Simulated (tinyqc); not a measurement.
Worked calculation: UKS/BP86 in the sto-6g basis, for CH2, spin multiplicity 3. One step of it, computed by the program tinyqc.

Problem. Iteration 2: building the Kohn-Sham matrix. J_ij = sum D_kl (ij|kl) with D = D(alpha) + D(beta); F = H + J + V_xc; E = tr D H + tr D J / 2 + E_xc + E_nn.

D(alpha) after iteration 1:
```
            1C 1s      1C 2s    1C 2px     1C 2py     1C 2pz      2H 1s      3H 1s
1C 1s    1.057867  -0.244087  0.000000   0.000000   0.078976   0.014453   0.014453
1C 2s   -0.244087   1.053742  0.000000   0.000000  -0.344647  -0.164737  -0.164737
1C 2px   0.000000   0.000000  1.000000   0.000000   0.000000   0.000000   0.000000
1C 2py   0.000000   0.000000  0.000000   0.059923   0.000000   0.154871  -0.154871
1C 2pz   0.078976  -0.344647  0.000000   0.000000   0.179633   0.217379   0.217379
2H 1s    0.014453  -0.164737  0.000000   0.154871   0.217379   0.826005   0.025483
3H 1s    0.014453  -0.164737  0.000000  -0.154871   0.217379   0.025483   0.826005
```

D(beta) after iteration 1:
```
            1C 1s      1C 2s    1C 2px     1C 2py     1C 2pz      2H 1s      3H 1s
1C 1s    1.006648  -0.029171  0.000000   0.000000  -0.011668  -0.073957  -0.073957
1C 2s   -0.029171   0.152233  0.000000   0.000000   0.038477   0.205096   0.205096
1C 2px   0.000000   0.000000  0.000000   0.000000   0.000000   0.000000   0.000000
1C 2py   0.000000   0.000000  0.000000   0.047373   0.000000   0.140283  -0.140283
1C 2pz  -0.011668   0.038477  0.000000   0.000000   0.009744   0.051987   0.051987
2H 1s   -0.073957   0.205096  0.000000   0.140283   0.051987   0.692933  -0.137903
3H 1s   -0.073957   0.205096  0.000000  -0.140283   0.051987  -0.137903   0.692933
```

core Hamiltonian H = T + V (hartree):
```
             1C 1s      1C 2s     1C 2px     1C 2py     1C 2pz      2H 1s      3H 1s
1C 1s   -18.654816  -4.285241   0.000000   0.000000  -0.009213  -0.470287  -0.470287
1C 2s    -4.285241  -5.380026   0.000000   0.000000  -0.099195  -1.309791  -1.309791
1C 2px    0.000000   0.000000  -4.350041   0.000000   0.000000   0.000000   0.000000
1C 2py    0.000000   0.000000   0.000000  -4.449808   0.000000  -1.083916   1.083916
1C 2pz   -0.009213  -0.099195   0.000000   0.000000  -4.379044  -0.597631  -0.597631
2H 1s    -0.470287  -1.309791   0.000000  -1.083916  -0.597631  -2.811377  -0.182328
3H 1s    -0.470287  -1.309791   0.000000   1.083916  -0.597631  -0.182328  -2.811377
```

Two-electron integrals (ij|kl) in chemists' order, unique and non-zero (hartree):
```
(11|11) 3.543743    (21|11) 0.529462    (21|21) 0.100317    (22|11) 0.853596
(22|21) 0.199930    (22|22) 0.624844    (31|31) 0.021271    (32|31) 0.031868
(32|32) 0.138108    (33|11) 0.853598    (33|21) 0.199930    (33|22) 0.624843
(33|33) 0.673218    (41|41) 0.021271    (42|41) 0.031868    (42|42) 0.138108
(43|43) 0.036281    (44|11) 0.853598    (44|21) 0.199930    (44|22) 0.624843
(44|33) 0.600655    (44|44) 0.673218    (51|51) 0.021271    (52|51) 0.031868
(52|52) 0.138108    (53|53) 0.036281    (54|54) 0.036281    (55|11) 0.853598
(55|21) 0.199930    (55|22) 0.624843    (55|33) 0.600655    (55|44) 0.600655
(55|55) 0.673218    (61|11) 0.060399    (61|21) 0.011035    (61|22) 0.021700
(61|33) 0.021621    (61|41) 0.000637    (61|42) 0.001249    (61|44) 0.021806
(61|51) 0.000344    (61|52) 0.000674    (61|54) 0.000100    (61|55) 0.021674
(61|61) 0.001248    (62|11) 0.174388    (62|21) 0.041614    (62|22) 0.147118
(62|33) 0.143407    (62|41) 0.003706    (62|42) 0.026637    (62|44) 0.152031
(62|51) 0.001998    (62|52) 0.014362    (62|54) 0.004650    (62|55) 0.145914
(62|61) 0.004747    (62|62) 0.050089    (63|31) 0.004024    (63|32) 0.021739
(63|43) 0.004945    (63|53) 0.002666    (63|63) 0.005387    (64|11) 0.144035
(64|21) 0.034791    (64|22) 0.129878    (64|33) 0.123687    (64|41) 0.006600
(64|42) 0.042794    (64|44) 0.140303    (64|51) 0.001389    (64|52) 0.011352
(64|54) 0.006293    (64|55) 0.125643    (64|61) 0.004123    (64|62) 0.052221
(64|64) 0.058796    (65|11) 0.077659    (65|21) 0.018759    (65|22) 0.070026
(65|33) 0.066689    (65|41) 0.001389    (65|42) 0.011352    (65|44) 0.070315
(65|51) 0.004773    (65|52) 0.027860    (65|54) 0.006900    (65|55) 0.073075
(65|61) 0.002223    (65|62) 0.028156    (65|64) 0.028796    (65|65) 0.020913
(66|11) 0.356066    (66|21) 0.086505    (66|22) 0.348360    (66|33) 0.332084
(66|41) 0.008200    (66|42) 0.081944    (66|44) 0.369914    (66|51) 0.004421
(66|52) 0.044182    (66|54) 0.020397    (66|55) 0.343081    (66|61) 0.009950
(66|62) 0.162350    (66|64) 0.185341    (66|65) 0.099930    (66|66) 0.774999
(71|11) 0.060399    (71|21) 0.011035    (71|22) 0.021700    (71|33) 0.021621
(71|41) -0.000637   (71|42) -0.001249   (71|44) 0.021806    (71|51) 0.000344
(71|52) 0.000674    (71|54) -0.000100   (71|55) 0.021674    (71|61) 0.001206
(71|62) 0.004410    (71|64) 0.003544    (71|65) 0.002075    (71|66) 0.009153
(71|71) 0.001248    (72|11) 0.174388    (72|21) 0.041614    (72|22) 0.147118
(72|33) 0.143407    (72|41) -0.003706   (72|42) -0.026637   (72|44) 0.152031
(72|51) 0.001998    (72|52) 0.014362    (72|54) -0.004650   (72|55) 0.145914
(72|61) 0.004410    (72|62) 0.032380    (72|64) 0.025291    (72|65) 0.017743
(72|66) 0.078378    (72|71) 0.004747    (72|72) 0.050089    (73|31) 0.004024
(73|32) 0.021739    (73|43) -0.004945   (73|53) 0.002666    (73|63) 0.003127
(73|73) 0.005387    (74|11) -0.144035   (74|21) -0.034791   (74|22) -0.129878
(74|33) -0.123687   (74|41) 0.006600    (74|42) 0.042794    (74|44) -0.140303
(74|51) -0.001389   (74|52) -0.011352   (74|54) 0.006293    (74|55) -0.125643
(74|61) -0.003544   (74|62) -0.025291   (74|64) -0.017413   (74|65) -0.013653
(74|66) -0.060051   (74|71) -0.004123   (74|72) -0.052221   (74|74) 0.058796
(75|11) 0.077659    (75|21) 0.018759    (75|22) 0.070026    (75|33) 0.066689
(75|41) -0.001389   (75|42) -0.011352   (75|44) 0.070315    (75|51) 0.004773
(75|52) 0.027860    (75|54) -0.006900   (75|55) 0.073075    (75|61) 0.002075
(75|62) 0.017743    (75|64) 0.013653    (75|65) 0.012648    (75|66) 0.044826
(75|71) 0.002223    (75|72) 0.028156    (75|74) -0.028796   (75|75) 0.020913
(76|11) 0.022178    (76|21) 0.005315    (76|22) 0.019548    (76|33) 0.019050
(76|44) 0.019656    (76|51) 0.000424    (76|52) 0.003279    (76|55) 0.019938
(76|61) 0.000588    (76|62) 0.005767    (76|64) 0.005325    (76|65) 0.003563
(76|66) 0.017435    (76|71) 0.000588    (76|72) 0.005767    (76|74) -0.005325
(76|75) 0.003563    (76|76) 0.000862    (77|11) 0.356066    (77|21) 0.086505
(77|22) 0.348360    (77|33) 0.332084    (77|41) -0.008200   (77|42) -0.081944
(77|44) 0.369914    (77|51) 0.004421    (77|52) 0.044182    (77|54) -0.020397
(77|55) 0.343081    (77|61) 0.009153    (77|62) 0.078378    (77|64) 0.060051
(77|65) 0.044826    (77|66) 0.203140    (77|71) 0.009950    (77|72) 0.162350
(77|74) -0.185341   (77|75) 0.099930    (77|76) 0.017435    (77|77) 0.774999
```

nuclear repulsion = 4.49618777 hartree

V_xc(alpha) (hartree):
```
            1C 1s      1C 2s     1C 2px     1C 2py     1C 2pz      2H 1s      3H 1s
1C 1s   -2.307067  -0.282472   0.000000   0.000000   0.006332  -0.033491  -0.033491
1C 2s   -0.282472  -0.540075   0.000000   0.000000   0.030245  -0.137107  -0.137107
1C 2px   0.000000   0.000000  -0.582027   0.000000   0.000000   0.000000   0.000000
1C 2py   0.000000   0.000000   0.000000  -0.525785   0.000000  -0.130806   0.130806
1C 2pz   0.006332   0.030245   0.000000   0.000000  -0.512355  -0.066569  -0.066569
2H 1s   -0.033491  -0.137107   0.000000  -0.130806  -0.066569  -0.511946  -0.017325
3H 1s   -0.033491  -0.137107   0.000000   0.130806  -0.066569  -0.017325  -0.511946
```

V_xc(beta) (hartree):
```
            1C 1s      1C 2s     1C 2px     1C 2py     1C 2pz      2H 1s      3H 1s
1C 1s   -2.274534  -0.263023   0.000000   0.000000  -0.001598  -0.031745  -0.031745
1C 2s   -0.263023  -0.401628   0.000000   0.000000  -0.040035  -0.121941  -0.121941
1C 2px   0.000000   0.000000  -0.377268   0.000000   0.000000   0.000000   0.000000
1C 2py   0.000000   0.000000   0.000000  -0.442284   0.000000  -0.124340   0.124340
1C 2pz  -0.001598  -0.040035   0.000000   0.000000  -0.385335  -0.069661  -0.069661
2H 1s   -0.031745  -0.121941   0.000000  -0.124340  -0.069661  -0.498538  -0.015854
3H 1s   -0.031745  -0.121941   0.000000   0.124340  -0.069661  -0.015854  -0.498538
```

E_xc = sum of w rho eps_xc = -6.04063478 hartree

Give: Coulomb J; F(alpha); F(beta); total energy of this density.

Solution.

Coulomb J (hartree):
```
          1C 1s   1C 2s  1C 2px   1C 2py  1C 2pz   2H 1s    3H 1s
1C 1s   10.5072  1.8656  0.0000   0.0000  0.0037  0.2087   0.2087
1C 2s    1.8656  4.5180  0.0000   0.0000  0.0988  1.1339   1.1339
1C 2px   0.0000  0.0000  4.4984   0.0000  0.0000  0.0000   0.0000
1C 2py   0.0000  0.0000  0.0000   4.5733  0.0000  1.0355  -1.0355
1C 2pz   0.0037  0.0988  0.0000   0.0000  4.4824  0.5716   0.5716
2H 1s    0.2087  1.1339  0.0000   1.0355  0.5716  3.2400   0.1531
3H 1s    0.2087  1.1339  0.0000  -1.0355  0.5716  0.1531   3.2400
```

F(alpha) (hartree):
```
           1C 1s    1C 2s   1C 2px   1C 2py   1C 2pz    2H 1s    3H 1s
1C 1s   -10.4547  -2.7021   0.0000   0.0000   0.0008  -0.2951  -0.2951
1C 2s    -2.7021  -1.4021   0.0000   0.0000   0.0298  -0.3130  -0.3130
1C 2px    0.0000   0.0000  -0.4337   0.0000   0.0000   0.0000   0.0000
1C 2py    0.0000   0.0000   0.0000  -0.4023   0.0000  -0.1792   0.1792
1C 2pz    0.0008   0.0298   0.0000   0.0000  -0.4090  -0.0926  -0.0926
2H 1s    -0.2951  -0.3130   0.0000  -0.1792  -0.0926  -0.0833  -0.0465
3H 1s    -0.2951  -0.3130   0.0000   0.1792  -0.0926  -0.0465  -0.0833
```

F(beta) (hartree):
```
           1C 1s    1C 2s   1C 2px   1C 2py   1C 2pz    2H 1s    3H 1s
1C 1s   -10.4221  -2.6827   0.0000   0.0000  -0.0071  -0.2933  -0.2933
1C 2s    -2.6827  -1.2636   0.0000   0.0000  -0.0404  -0.2978  -0.2978
1C 2px    0.0000   0.0000  -0.2289   0.0000   0.0000   0.0000   0.0000
1C 2py    0.0000   0.0000   0.0000  -0.3188   0.0000  -0.1728   0.1728
1C 2pz   -0.0071  -0.0404   0.0000   0.0000  -0.2820  -0.0957  -0.0957
2H 1s    -0.2933  -0.2978   0.0000  -0.1728  -0.0957  -0.0699  -0.0451
3H 1s    -0.2933  -0.2978   0.0000   0.1728  -0.0957  -0.0451  -0.0699
```

total energy of this density = -38.484122 hartree
